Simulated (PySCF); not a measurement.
**Functional benchmark on one molecule**

Molecule: `P`, H₃P.

Cartesian coordinates in Å; atom numbers follow the order of the lines, from 1:
```xyz
4

P     0.028   -0.030    0.567
H    -0.481    1.067   -0.194
H     1.217   -0.121   -0.221
H    -0.661   -0.997   -0.228
```

Geometry PBE0-D3(BJ)/def2-SVP throughout; GIAO in PySCF, gas phase, one conformer, non-relativistic; equivalent atoms averaged; basis pcSseg-2.

Reference values (CCSD(T)/pcSseg-4; gas (isolated, no vibration); G. L. Stoychev, PhD thesis, Univ. Bonn 2021 (Stoychev, Auer, Izsak, Neese, JCTC 2018, 14, 619)): σ(H2/H3/H4) = 29.46 ppm, σ(P1) = 604.5 ppm.

How do the functionals HF, LDA, PBE, BLYP, BP86, OPBE, KT2, KT3, B97-D, B3LYP, PBE0, mPW1PW91, WP04, B97-2, BHandHLYP, CAM-B3LYP, wB97X-D, LC-wPBE perform against the reference? Times are CPU seconds on shared hosts with different chips, so compare them loosely; the GGAs took longer than the global hybrids here, which isn't the general rule, and the cause wasn't traced.

## Answers


| functional | kind | H2/H3/H4 | P1 | abs. error H | abs. error P | core-s |
| --- | --- | --- | --- | --- | --- | --- |
| HF | Hartree–Fock | 29.43 | 580.9 | 0.03 | 23.6 | 0.39 |
| LDA | LDA | 28.82 | 573.6 | 0.64 | 30.9 | 1.1 |
| PBE | GGA | 29.22 | 568.8 | 0.24 | 35.7 | 1.4 |
| BLYP | GGA | 29.42 | 546.8 | 0.04 | 57.7 | 1.3 |
| BP86 | GGA | 29.26 | 562.3 | 0.20 | 42.2 | 1.3 |
| OPBE | GGA | 29.20 | 589.6 | 0.26 | 14.9 | 1.4 |
| KT2 | GGA | 29.26 | 589.8 | 0.20 | 14.7 | 1.3 |
| KT3 | GGA | 29.44 | 583.1 | 0.02 | 21.4 | 1.3 |
| B97-D | GGA | 29.39 | 559.4 | 0.07 | 45.1 | 1.3 |
| B3LYP | global hybrid | 29.37 | 554.8 | 0.09 | 49.7 | 0.96 |
| PBE0 | global hybrid | 29.20 | 576.5 | 0.26 | 28.0 | 0.96 |
| mPW1PW91 | global hybrid | 29.24 | 571.3 | 0.22 | 33.2 | 0.92 |
| WP04 | global hybrid | 29.73 | 514.6 | 0.27 | 89.9 | 0.92 |
| B97-2 | global hybrid | 29.30 | 571.8 | 0.16 | 32.7 | 0.87 |
| BHandHLYP | global hybrid | 29.35 | 564.8 | 0.11 | 39.7 | 0.83 |
| CAM-B3LYP | range-separated hybrid | 29.28 | 561.3 | 0.18 | 43.2 | 1 |
| wB97X-D | range-separated hybrid | 29.26 | 569.2 | 0.20 | 35.3 | 1.1 |
| LC-wPBE | range-separated hybrid | 29.22 | 576.0 | 0.24 | 28.5 | 1.5 |

For ¹H the closest is KT3 (0.02 ppm, with HF, BLYP practically level) and the furthest LDA (0.64 ppm).

For ³¹P the closest is KT2 (14.7 ppm, with OPBE practically level) and the furthest WP04 (89.9 ppm). One molecule is a small sample, and the reference may use another geometry.
